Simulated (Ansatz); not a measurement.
NaSbP2S6 (P2₁, No. 4; structure not from a measured cell): band gap by level of theory

No measured value is used here.

```csv
level (code),value (eV)
LDA (Ansatz),1.95
PBEsol (Ansatz),2.00
r²SCAN (Ansatz),2.34
HSE06 (Ansatz),2.89
PBE0 (Ansatz),3.59
```

Computed values are for a static lattice. Spin–orbit coupling is included only where a level's name says +SOC; with heavier elements it mostly lowers gaps and can invert bands.  Values are at the PBEsol cell. Cutoffs and k meshes differ between the levels. Ansatz's density-functional and Hartree–Fock values are scalar-relativistic unless marked +SOC, with PAW data made under PBE.

Ansatz is a quantum-chemistry and plane-wave program.
